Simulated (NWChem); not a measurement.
Everything below was run with NWChem. System: F3N, charge 0, spin multiplicity 1, displaced from the optimised geometry.

The NWChem input:

```
start mol
memory heap 100 mb stack 700 mb global 1900 mb
geometry units angstroms nocenter noautoz noautosym
  F      0.523245    -0.029848     0.905916
  N     -0.003236     0.474531     0.000000
  F      0.616153    -0.118856    -1.065783
  F     -1.229789    -0.131368     0.000000
end
basis spherical
  * library cc-pvdz
end
scf
  rhf
  nopen 0
  maxiter 100
  thresh 1e-7
  semidirect memsize 60000000 filesize 0
end
tce
  freeze core 4
  cr-ccsd(t)
  2eorb
  2emet 13
  thresh 1e-6
  maxiter 100
  tilesize 24
end
task tce energy
```

The output up to the point where the run's verdict is printed (cleaned and shortened):

```
             Northwest Computational Chemistry Package (NWChem) 7.3.0
             --------------------------------------------------------

                                NWChem Input Module
                                -------------------

 Scaling coordinates for geometry "geometry" by  1.889725989
 (inverse scale =  0.529177249)

                             Geometry "geometry" -> ""
                             -------------------------

 Output coordinates in angstroms (scale by  1.889725989 to convert to a.u.)

  No.       Tag          Charge          X              Y              Z
 ---- ---------------- ---------- -------------- -------------- --------------
    1 F                    9.0000     0.52324500    -0.02984800     0.90591600
    2 N                    7.0000    -0.00323600     0.47453100     0.00000000
    3 F                    9.0000     0.61615300    -0.11885600    -1.06578300
    4 F                    9.0000    -1.22978900    -0.13136800     0.00000000

 Effective nuclear repulsion energy (a.u.)     140.9019980215

            Nuclear Dipole moment (a.u.)
            ----------------------------
        X                 Y               Z
 ---------------- ---------------- ----------------
    -1.5801340696     1.5138009079    -2.7189434215


 Summary of "ao basis" -> "" (spherical)
 ------------------------------------------------------------------------------
       Tag                 Description            Shells   Functions and Types
 ---------------- ------------------------------  ------  ---------------------
 *                          cc-pvdz                   on all atoms

 Summary of "ao basis" -> "ao basis" (spherical)
 ------------------------------------------------------------------------------
       Tag                 Description            Shells   Functions and Types
 ---------------- ------------------------------  ------  ---------------------
 F                          cc-pvdz                  6       14   3s2p1d
 N                          cc-pvdz                  6       14   3s2p1d

                                 NWChem SCF Module
[...]
     2   0 2 0    -14.618833      0.000000      6.666229
     2   0 1 1      0.016036      0.000000      3.202224
     2   0 0 2    -14.904638      0.000000     62.883567

                   NWChem Extensible Many-Electron Theory Module
                   ---------------------------------------------


            General Information
            -------------------
      Number of processors :     1
         Wavefunction type : Restricted Hartree-Fock
          No. of electrons :    34
           Alpha electrons :    17
            Beta electrons :    17
           No. of orbitals :   112
            Alpha orbitals :    56
             Beta orbitals :    56
        Alpha frozen cores :     4
         Beta frozen cores :     4
     Alpha frozen virtuals :     0
      Beta frozen virtuals :     0
         Spin multiplicity : singlet
    Number of AO functions :    56
       Number of AO shells :    24
        Use of symmetry is : off
      Symmetry adaption is : off
         Schwarz screening : 0.10D-09

          Correlation Information
          -----------------------
          Calculation type : Coupled-cluster singles & doubles w/ perturbation
   Perturbative correction : Completely renormalized (T)
            Max iterations :      100
        Residual threshold : 0.10D-05
     T(0) DIIS level shift : 0.00D+00
     L(0) DIIS level shift : 0.00D+00
     T(1) DIIS level shift : 0.00D+00
     L(1) DIIS level shift : 0.00D+00
     T(R) DIIS level shift : 0.00D+00
     T(I) DIIS level shift : 0.00D+00
   CC-T/L Amplitude update :  5-th order DIIS
                I/O scheme : Global Array Library
        L-threshold :  0.10D-05
        EOM-threshold :  0.10D-05
 no EOMCCSD initial starts read in
 TCE RESTART OPTIONS
 SLICE:      F
 D4D5:       F
 quantumc:   F
 qrotation:  F
 pwtce:      F
 qducc:      F
 nacto:                         0
 nrotv:                         0
 nrot:                          0

            Memory Information
            ------------------
          Available GA space size is     249033664 doubles
          Available MA space size is     104854924 doubles

 Maximum block size supplied by input
 Maximum block size        24 doubles

 tile_dim =     20

 -------------------------------------------------

 Global array virtual files algorithm will be used

 Parallel file system coherency ......... OK

 4-electron integrals stored in orbital form

 v2    file size   =          1946690
 4-index algorithm nr.  13 is used
 imaxsize =       30
 imaxsize ichop =        0


CCSD iterations
 ---------------------------------------------------------
 Iter          Residuum       Correlation     Cpu    Wall
 ---------------------------------------------------------
    1   0.2055892551668  -0.7209793904363     0.4     0.4
    2   0.0522165075716  -0.7198440313241     0.4     0.4
    3   0.0176891222067  -0.7306337538282     0.4     0.4
    4   0.0080423601681  -0.7317221116099     0.3     0.3
    5   0.0035144426456  -0.7327313786143     0.3     0.3
    6   0.0014987577987  -0.7330607773916     0.3     0.3
    7   0.0009329727826  -0.7331519862112     0.4     0.4
    8   0.0005014114754  -0.7331733566989     0.3     0.3
    9   0.0003527900956  -0.7331763602681     0.3     0.3
   10   0.0002098573496  -0.7331863630043     0.3     0.3
   11   0.0000286048886  -0.7331978448902     0.3     0.3
   12   0.0000144016745  -0.7331979254617     0.4     0.4
   13   0.0000081956364  -0.7331984832939     0.4     0.4
   14   0.0000052412627  -0.7331983772351     0.4     0.4
   15   0.0000032647649  -0.7331984055623     0.3     0.3
   16   0.0000008263498  -0.7331983016622     0.3     0.3
 -----------------------------------------------------------------
 Iterations converged
 CCSD correlation energy / hartree =        -0.733198301662159
 CCSD total energy / hartree       =      -353.262343661420800

 Singles contributions

 Doubles contributions
 CR-CCSD(T)
```

The run crashed. NWChem stopped with the message: ccsd_t 3.
